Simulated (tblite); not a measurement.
Species: N,N,N',N'-tetramethylmethanediamine, C₅H₁₄N₂.
Z-matrix (Å and degrees, GFN2-xTB geometry), rows numbered from 1:
```
C 
N   1  1.4487
C   2  1.4460  1  111.58
C   2  1.4479  1  111.22  3   125.67
N   4  1.4479  2  110.22  1    64.03
C   5  1.4459  4  111.84  2  -170.46
C   5  1.4488  4  111.22  2    64.05
H   1  1.0868  2  108.31  3  -177.98
H   1  1.1012  2  112.36  3   -57.71
H   1  1.0890  2  109.02  3    63.04
H   3  1.1023  2  112.80  1    63.13
H   3  1.0895  2  109.42  1  -175.84
H   3  1.0891  2  108.84  1   -57.37
H   4  1.1072  2  111.63  1   -55.65
H   4  1.1072  2  107.68  1  -173.96
H   6  1.1023  5  112.83  4   -62.18
H   6  1.0891  5  108.84  4   177.30
H   6  1.0894  5  109.40  4    58.84
H   7  1.0868  5  108.32  4   -52.32
H   7  1.0890  5  109.01  4  -171.30
H   7  1.1013  5  112.39  4    67.96
```

Computed with GFN2-xTB (tblite): harmonic, unscaled wavenumbers at the GFN2-xTB geometry, gas phase. Errors from tens to a few hundred cm⁻¹ against measured bands are possible. One conformer, not necessarily the lowest.

Harmonic wavenumbers (cm⁻¹): 76.5, 96.2, 168.3, 217.3, 219.9, 231.2, 235.2, 332.0, 376.8, 382.2, 398.5, 447.3, 512.6, 887.2, 903.5, 1008.0, 1037.2, 1044.6, 1046.8, 1068.8, 1081.7, 1083.4, 1127.3, 1159.2, 1215.0, 1227.5, 1273.3, 1275.2, 1305.1, 1366.3, 1401.0, 1401.5, 1417.8, 1422.2, 1472.9, 1480.2, 1483.0, 1485.8, 1490.8, 1494.2, 1494.7, 1495.2, 1497.1, 2760.3, 2795.4, 2835.0, 2836.7, 2851.7, 2852.6, 3007.0, 3007.7, 3011.6, 3012.2, 3014.2, 3015.3, 3046.4, 3046.6.

A = 4645, B = 1527, C = 1508 MHz; mass 102.116 u (most abundant isotopes); point group C2, symmetry number 2.

What is the zero-point energy?

½Σν̃ = 41467 cm⁻¹ = 118.56 kcal/mol.

Give the ideal-gas entropy at 200 K and 1 bar in the rigid-rotor, harmonic-oscillator model (classical rotation).

Translation 37.82, rotation 25.23, vibration 15.48: S = 78.5 cal/(mol K).

And Cp and H(200 K) − H(0)?

Cp = 27.02 cal/(mol K), of which vibrations give 19.07 (their classical limit is 57 R = 113.3); H(200 K) − H(0) = 3.43 kcal/mol without the zero-point energy, 1.84 from vibrations.

What must be added to the electronic energy to get the Gibbs energy at 200 K and 1 bar?

ZPE + [H(200 K) − H(0)] − T·S = 118.56 + 3.43 − 15.71 = 106.28 kcal/mol.

Blend soft modes into free rotors: weight 1/[1 + (100 cm⁻¹/ν̃)⁴] for the oscillator and the rest for a rotor with moment μB/(μ + B), μ = h/(8π²ν), B = 10⁻⁴⁴ kg m². What vibrational entropy results?

15.09 cal/(mol K) in place of 15.48, which changes −T·S at 200 K by +0.08 kcal/mol.

Which modes carry the vibrational entropy at 200 K?

76.5 cm⁻¹: 3.20; 96.2 cm⁻¹: 2.76; 168.3 cm⁻¹: 1.72; 217.3 cm⁻¹: 1.29; 219.9 cm⁻¹: 1.27; 231.2 cm⁻¹: 1.19 cal/(mol K); the other 51 give 4.05 together.

Hindered rotation and anharmonicity are outside this model. Other conformers, if any are populated, would add a mixing term that is left out. The structure is chiral; the term R ln 2 for an equal mix with its mirror image is left out.
